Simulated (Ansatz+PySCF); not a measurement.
Results of a calculation; reference values are marked as such.
Several solutions for singlet HCl

```xyz
2

H     0.0000    0.0000   -2.4276
Cl    0.0000    0.0000    0.1428
```

Basis set: 6-31G (spherical functions). Charge 0, multiplicity 1.

PBE0 (unrestricted) was run from several starts with Ansatz (development build ahead of 0.2.0) and PySCF 2.14.0.

| run | program | start | converged | energy (hartree) | <S²> |
| --- | --- | --- | --- | --- | --- |
| A | PySCF | program defaults | yes | -460.45247 | 0.00 |
| B | Ansatz | atomic start, no search | yes | -460.45247 | 0.00 |
| C | Ansatz | stability test followed | yes | -460.47668 | 0.75 |
| D | Ansatz | search for the lowest state | yes | -460.47668 | 0.75 |

Problem. Which runs reached the lowest solution of this kind, and what is wrong with the others?

Solution. C, D reached the lowest solution found. Converged but too high: A by 0.66 eV, B by 0.66 eV. Convergence only shows a stationary point, and even a stable one can lie too high; stability tests and further starts are what find lower ones. Caution: charge can spread falsely over distant fragments. Caution: the unrestricted determinant is spin contaminated.
